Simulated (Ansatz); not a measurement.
Cubic perovskite SrTiO3 (cubic form, which distorts at low temperature) was calculated with PBE0+SOC (Ansatz, an electronic-structure program, plane waves, PAW).

Run with plane-wave cutoff 460 eV, 6×6×6 k mesh, Fermi–Dirac smearing 0.01 eV, PAW data made under PBE.

Cell (measured lattice):

```cif
data_O3SrTi
_chemical_formula_sum 'Sr1 Ti1 O3'
_space_group_name_H-M_alt 'Pm-3m'
_space_group_IT_number 221
_space_group_name_Hall '-P 4 2 3'
_cell_length_a 3.90500
_cell_length_b 3.90500
_cell_length_c 3.90500
_cell_angle_alpha 90.000
_cell_angle_beta 90.000
_cell_angle_gamma 90.000
loop_
_atom_site_label
_atom_site_type_symbol
_atom_site_symmetry_multiplicity
_atom_site_Wyckoff_symbol
_atom_site_fract_x
_atom_site_fract_y
_atom_site_fract_z
_atom_site_occupancy
Sr1 Sr 1 a 0.00000 0.00000 0.00000 1
Ti1 Ti 1 b 0.50000 0.50000 0.50000 1
O1 O 3 c 0.00000 0.50000 0.50000 1
```

Task: Give the computed band gap and smallest direct gap on the k points sampled.

Result: 
- band gap = 4.07 eV (on the SCF k mesh) (indirect)
- smallest direct gap on the k points sampled = 4.41 eV

Measured, for comparison: band gap 3.59 eV (zero-point renormalisation of 336 meV (experimental, the table's column) added back here, indirect; inputs from Miglio et al. (2020), arXiv:2011.12765). Computed (rounded) less measured: band gap +0.48 eV.

Note: cell and atoms aren't relaxed at this level (pressure -1.6 GPa).

Computed values are for the static lattice.

Computing time: about 8 core-minutes (a rough figure).
